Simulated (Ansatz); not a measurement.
fcc Ag was calculated with PBE in Ansatz (plane waves, PAW).

Input:

Ansatz 0.2 input:
```yaml
crystal:
  lattice:
    - [0.0, 2.0736896908, 2.0736896908]
    - [2.0736896908, 0.0, 2.0736896908]
    - [2.0736896908, 2.0736896908, 0.0]
  atoms:
    - { symbol: Ag, position: [0.0, 0.0, 0.0] }
basis:
  ecutwfc: 520
  ecutrho_ratio: 4
  xc_grid: 2
kpoints:
  mp_grid: { grid: [24, 24, 24] }
hamiltonian:
  xc: pbe
  dispersion: none
  pseudopotentials: { kind: paw }
scf:
  occupations: { method: fermi_dirac, width: 0.05 }
  convergence: { dr2_threshold: 0.000000001 }
output:
  forces: false
  stress: true
  eigenvalues: true
```

Output (set-up and result lines):

```
WARN output.stress: scf.convergence.dr2_threshold = 1e-9 eV is looser than the 1e-10 eV advised for a printed stress (1e-10 eV for each atom of the cell: 1)
Crystal: 1 atoms, lattice volume = 17.835 Å³
Basis set: ecut = 520 eV, 531 PW (Γ), exchange–correlation on 48×48×48 points (8 copies of the dense FFT grid, shifted against one another)
Bands: 14, of which v1, the nominal top of the filled ones, is band 10 counted from 1 (9 counted from 0)
Symmetry: 48 space group operations
Space group: Fm-3m (ITA 225), of the structure as read, at distance tolerance 2.6e-5 Å
k-points: 413 of 13824
Functional: x = pbe(κ = 0.804, μ = 0.2195149727645171), c = pbe(β = 0.06672455060314922)
SCF iter   1: F=—  HF=-7590.557622 eV  |F-HF|=—  |Δ(HF+E_count)|=         —  Δρ=1.02e-3  dr2=3.32e-5
SCF iter   2: F=—  HF=-7590.557819 eV  |F-HF|=—  |Δ(HF+E_count)|=   1.97e-4  Δρ=5.09e-4  dr2=6.48e-6
  ...
SCF iter   5: F=-7590.557822 eV  HF=-7590.557822 eV  |F-HF|=9.92e-10  |Δ(HF+E_count)|=   6.17e-8  Δρ=3.05e-6  dr2=5.95e-10
SCF iter   6: F=-7590.557822 eV  HF=-7590.557822 eV  |F-HF|=9.09e-12  |Δ(HF+E_count)|=   1.19e-9  Δρ=3.63e-7  dr2=7.88e-12
SCF 1 converged in 6 iterations: F = -7590.557822 eV  dr2 = 7.88e-12
SCF converged after 6 iterations
Free energy (F): -7590.557822 eV
Internal energy: -7590.556117 eV  (E = F + TS)
E sigma→0 (E₀):  -7590.556969 eV
Fermi energy:    16.415773 eV
--- Stress (GPa, compression-positive) ---
        0.000100      -0.000000      -0.000000
       -0.000000       0.000100       0.000000
        0.000000       0.000000       0.000100
  P = ⅓ Tr σ = 0.0001 GPa (0.001 kbar)
```

Ansatz is an electronic-structure program.
